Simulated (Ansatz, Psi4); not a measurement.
# C2H7P (dimethylphosphine): a line through the functionals

The species is C2H7P (10 atoms), meant as a singlet with charge 0. SMILES: `CPC`. The coordinates come from a PBE0-D4/def2-TZVP relaxation.

The HOMO–LUMO gap y, in eV, basis 6-311+G(d,p); a is the functional's share of exact exchange. Programs: Ansatz 0.2.0, Psi4 1.11.

| functional | program | a | y (eV) |
| --- | --- | --- | --- |
| r2SCAN | Psi4 | 0 | 5.82 |
| PBE | Ansatz | 0 | 4.99 |
| B3LYP | Ansatz | 0.2 | ? |
| PBE0 | Psi4 | 0.25 | 6.74 |
| BHLYP | Ansatz | 0.5 | 8.21 |

**Question.** Fit y = c + s·a to the known rows and predict B3LYP.

**Answer.** 
1. Means of the 4 rows: a = 0.1875, y = 6.440.
2. Σ(Δa)² = 0.17188, Σ(Δa·Δy) = 0.96, so the slope is 0.96/0.17188 = 5.5853.
3. Intercept: 6.440 − (5.5853) × 0.1875 = 5.393. The largest residual of the fit is 0.43.
4. B3LYP: 5.393 + (5.5853) × 0.2 = 6.51 eV.

The run gave 6.31 eV, so the prediction is off by +0.20 eV, within the largest residual. Exact exchange lowers occupied levels and raises empty ones. The rows mix families of semi-local functionals, which the line can't see.
